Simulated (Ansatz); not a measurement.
Cost against result

Saddle point of CH7OSi, doublet (SiH₄O ([OH][SiH3]) + CH₃ → SiH₃O ([O][SiH3]) + CH₄; bonds formed: H1–C4; bonds broken: H1–O2), PBE0-D4/def2-TZVP structure:

```tsv
atom	x (Å)	y (Å)	z (Å)
H1	0.2407	-0.9040	-0.0076
O2	0.6339	-0.2157	-1.1053
Si3	0.1337	1.3559	-0.9413
C4	-0.1786	-1.3459	1.0218
H5	0.7275	2.0219	0.2494
H6	-1.3468	1.4785	-0.8572
H7	0.6264	2.0066	-2.1849
H8	0.3278	-0.8124	1.8231
H9	-1.2542	-1.1850	1.0197
H10	0.0896	-2.3999	0.9822
```

Barriers are electronic and count from the start structure reached by relaxing down the imaginary mode. Spin–orbit coupling is left out.

Ansatz 0.2.0; basis: as named in each row; cores frozen in the correlated methods; orbitals are unrestricted. B3LYP uses VWN-RPA correlation. Extrapolation: Hartree–Fock as exp(−7.88 √X), correlation as X^−2.97.

Times are rough, for one single point on 4 threads of a shared host (Arm Neoverse V1).

The estimate by CCSD(T) at an estimated basis limit (MP2 extrapolated from triple and quadruple zeta, plus CCSD(T) − MP2 in triple zeta) is 90.8 kJ/mol.

| method | basis | time (s) | barrier (kJ/mol) | method less estimate |
| --- | --- | --- | --- | --- |
| HF | STO-3G | under 1 | -39.8 | -130.6 |
| SPW92 | def2-SVP | under 1 | 12.9 | -77.9 |
| PBE-D4 | STO-3G | under 1 | -106.0 | -196.8 |
| B3LYP-D4 | 6-31G | under 1 | 26.5 | -64.4 |
| PBE-D4 | def2-SVP | 1 | 29.9 | -60.9 |
| PBE0-D4 | def2-SVP | 1 | 54.7 | -36.1 |
| SPW92 | def2-TZVPP | 1 | 24.4 | -66.5 |
| PBE-D4 | def2-TZVPP | 3 | 41.7 | -49.1 |
| BLYP-D4 | def2-TZVPP | 3 | 42.9 | -47.9 |
| B3LYP-D4 | def2-TZVPP | 3 | 61.3 | -29.5 |
| PBE0-D4 | def2-TZVPP | 4 | 65.1 | -25.7 |
| BHLYP-D4 | def2-TZVPP | 4 | 82.3 | -8.6 |
| CAM-B3LYP-D4 | def2-TZVPP | 4 | 72.1 | -18.8 |
| CCSD(T) | def2-SVP | 5 | 80.4 | -10.5 |
| wB97M-V | def2-SVP | 6 | 67.3 | -23.6 |
| r2SCAN-D4 | def2-TZVPP | 6 | 60.7 | -30.2 |
| PBE-QIDH | def2-TZVPP | 6 | 89.1 | -1.7 |
| r2SCAN0-D4 | def2-TZVPP | 6 | 76.3 | -14.5 |
| B2PLYP | def2-TZVPP | 6 | 78.1 | -12.8 |
| RPA on PBE | def2-TZVPP | 6 | 74.2 | -16.7 |
| wB97X-V | def2-TZVPP | 8 | 71.6 | -19.3 |
| B97M-V | def2-TZVPP | 9 | 60.2 | -30.6 |
| wB97M-V | def2-TZVPP | 12 | 77.9 | -12.9 |
| MP2 | def2-QZVPP | 32 | 117.2 | 26.3 |
| CCSD(T) | def2-TZVPP | 150 | 86.9 | -4.0 |

All methods are single points on the PBE0-D4 structures; a negative value means that the method puts the saddle structure below the start.

T1 diagnostic: at most 0.023. ⟨S²⟩ of the unrestricted Hartree–Fock references: 0.76 to 0.78 (a pure state has 0.75).

Radical steps of this kind take place in plasma deposition and etching.

Labels in which every atom is bracketed show which atoms are joined, not bond orders.
